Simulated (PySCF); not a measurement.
## Which proton of cyclopentanone is most acidic?

System: cyclopentanone, `O=C1CCCC1` (C5H8O). Atom numbers as in the mapped SMILES `[O:1]=[C:2]1[CH2:3][CH2:4][CH2:5][CH2:6]1`. These are map numbers, not IUPAC locants.

Computed at PBE0-D3(BJ)/ma-def2-TZVP // PBE0-D3(BJ)/ma-def2-SVP with PySCF (density fitting, grid level 2). Thermal corrections: GFN2-xTB frequencies, unscaled, ideal gas at 298.15 K and 1 bar, quasi-RRHO entropy. These were taken at the GFN2-xTB minima.

```csv
site,product,ΔH(acid) / kJ/mol,ΔG(acid) / kJ/mol,gas share,above best in water / kJ/mol
C3 (carbon α to the carbonyl-type group),O=C1[CH-]CCC1,1540,1507,> 99.9 %,0.0
C4 (methylene carbon),O=C1C[CH-]CC1,1690,1656,< 0.1 %,162.9
```

ΔH and ΔG refer to AH → A⁻ + H⁺ in the gas phase. Shares are Boltzmann weights among the listed products; an error of 10 kJ/mol changes a ratio about 56-fold. Sites whose products fell apart, merged with another or lost in a GFN2-xTB screen aren't listed. Values in solvent are IEF-PCM free energies relative to the most favourable product.

Among these, C3 (carbon α to the carbonyl-type group) wins by 150 kJ/mol in gas-phase free energy over C4.

In water the product from C3 is solvated 231 kJ/mol more strongly than the parent (electrostatics only).

Vertical detachment energies of the anions: `O=C1[CH-]CCC1` 1.59 eV, `O=C1C[CH-]CC1` 0.73 eV.

Measured values (NIST Chemistry WebBook, evaluated or the median of agreeing entries): deprotonation enthalpy (ΔH) 1540 kJ/mol (computed 1540, difference 0); gas-phase acidity (ΔG) 1507 kJ/mol (computed 1507, difference 0). These are compared with the most favourable site that keeps the skeleton.

Differences come from unrounded values, so a last digit can differ from that of the printed terms.
